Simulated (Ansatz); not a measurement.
Basis-set extrapolation for `OC(O)(O)S` (PBE0-D4/def2-TZVP geometry, frozen core, the Gaussian-basis code of Ansatz). Multiplicity 1, RHF reference.

```tsv
	def2-TZVPP	def2-QZVPP
HF	-662.446143	-662.469507
MP2 correlation	-1.061948	-1.148238
CCSD(T) correlation	-1.130025	not run
```

Energies in hartree. Use E(X) = E(∞) + A·exp(−7.88·√X) for Hartree–Fock and E(X) = E(∞) + B·X^(−2.97) for correlation, with X = 3 and 4, and add CCSD(T) minus MP2 of the smaller set to the MP2 limit.

What is the CCSD(T) energy at the basis-set limit?

HF limit: -662.469507 + (-0.023364) × 0.13774 = -662.47273. MP2 limit: -1.148238 + (-0.086290) × 0.74074 = -1.21216. Higher-order term: -1.130025 − (-1.061948) = -0.06808. Total: -663.75297 hartree, 110.9 kcal/mol below CCSD(T)/def2-TZVPP.
